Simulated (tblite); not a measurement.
Species: 5-methylisoxazole, C4H5NO.
InChI=1S/C4H5NO/c1-4-2-3-5-6-4/h2-3H,1H3

Computed values, GFN2-xTB/tblite, gas phase, harmonic and unscaled. The method is semi-empirical: single wavenumbers can be off by several per cent or more.

Q: How many normal modes are there?

A: 11 atoms, non-linear: 3N − 6 = 27.

Q: What is the point group of the computed structure, and how do the modes divide by symmetry?

A: Cs. The vibrations span 18 a′ + 9 a″.

Q: How many distinct wavenumbers does the calculation give?

A: 27: Cs has no degenerate species.

Q: How many fundamentals are allowed in the infrared by symmetry?

A: 27 of 27: in Cs every mode is allowed. All fundamentals are allowed in the Raman spectrum.

Q: Which of the modes above 1550 cm⁻¹ are stretches that can be named?

A: sp3 C–H 3014, 3027, 3063; aromatic C–H 3181, 3198; not assigned to one kind of bond 1592 cm⁻¹.

Q: What zero-point energy do the modes add up to?

A: Half the sum of the wavenumbers, 18394 cm⁻¹, or 2.281 eV from 27 modes; those above 1550 cm⁻¹ give 1.059 eV of it.

Q: How are the modes spread over the spectrum?

A: 1 under 200 cm⁻¹; 2 from 200 to 600 cm⁻¹; 8 from 600 to 1000 cm⁻¹; 10 from 1000 to 1550 cm⁻¹; 1 from 1550 to 2000 cm⁻¹; 5 above 2600 cm⁻¹.

Q: Give the mode at 3014.2 cm⁻¹ as a wavelength, a frequency, a period and a quantum of energy.

A: 3.318 μm, 90.36 THz, 11.1 fs, 373.7 meV or 36.06 kJ/mol.

Time: 0.26 s. Hardware: Intel Xeon Platinum 8375C at 2.90 GHz, one thread, shared host with 128 logical CPUs at a one-minute load of 56. This covers the Hessian and the dipole derivatives.
